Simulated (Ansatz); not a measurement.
# C₃H₃ClF₂: basis-set convergence

An exercise on one series of results from a longer session: the logs are not shown, and one member is left open.

The runs use Ansatz 0.2.0, Gaussian basis; one geometry, several basis sets.

The runs, in order: PBE0-D4/def2-SVP; ωB97M-V/def2-SVP; PBE0-D4/def2-QZVPP; ωB97M-V/def2-QZVPP; the functionals' def2-TZVPP values are taken from earlier runs.

**Structure used throughout**

An earlier PBE0-D4 in a triple-zeta def2 set relaxation fixed the geometry.

SMILES `C=CC(F)(F)Cl`, 9 atoms, charge 0, spin multiplicity 1.

Atoms are counted from 1 here; the program's logs count them from 0.

Bond lengths: C1–C2 1.321 Å, C1–H7 1.083 Å, C1–H8 1.083 Å, C2–C3 1.489 Å, C2–H9 1.084 Å, C3–F4 1.337 Å, C3–F5 1.344 Å, C3–Cl6 1.785 Å. Angles: C2–C1–H7 120.7°, C2–C1–H8 121.6°, H7–C1–H8 117.7°, C1–C2–C3 123.1°, C1–C2–H9 122.7°, C3–C2–H9 114.1°, C2–C3–F4 112.7°, C2–C3–F5 110.7°, C2–C3–Cl6 110.4°, F4–C3–F5 107.2°, F4–C3–Cl6 108.1°, F5–C3–Cl6 107.5°.

Set-up of the first run:

File in.yaml:

```yaml
crystal:
  periodic: [false, false, false]
  atoms:
    - {symbol: C, position_ang: [-0.292631, -1.367983, -0.310060]}
    - {symbol: C, position_ang: [-0.020150, -0.104355, -0.582965]}
    - {symbol: C, position_ang: [0.303745, 0.902783, 0.465260]}
    - {symbol: F, position_ang: [0.388172, 0.366423, 1.687150]}
    - {symbol: F, position_ang: [1.483213, 1.493399, 0.207223]}
    - {symbol: Cl, position_ang: [-0.939643, 2.182313, 0.505899]}
    - {symbol: H, position_ang: [-0.518997, -2.068649, -1.103928]}
    - {symbol: H, position_ang: [-0.300582, -1.739536, 0.707248]}
    - {symbol: H, position_ang: [-0.014626, 0.289305, -1.592829]}
basis:
  gaussian: {orbitals: def2-SVP}
hamiltonian: {xc: pbe0, dispersion: d4}
output: {orbitals: {seedname: orbitals}}
```

Steps of the session up to this table: PBE0-D4 in def2-SVP; ωB97M-V in def2-SVP; PBE0-D4 in def2-QZVPP; ωB97M-V in def2-QZVPP.

One table of the session follows, with a row left open; its other results are not shown here.

It belongs to the step «Density functionals: the series». 

```
functional       basis  HOMO (eV)
   PBE0-D4    def2-SVP          ?
   PBE0-D4  def2-TZVPP      -8.52
   PBE0-D4  def2-QZVPP      -8.55
   ωB97M-V    def2-SVP     -10.67
   ωB97M-V  def2-TZVPP     -10.77
   ωB97M-V  def2-QZVPP     -10.80
```

**Question.** Estimate the row for PBE0-D4, def2-SVP.

As computed: HOMO (eV): -8.44. In the column «HOMO (eV)» it is the highest.
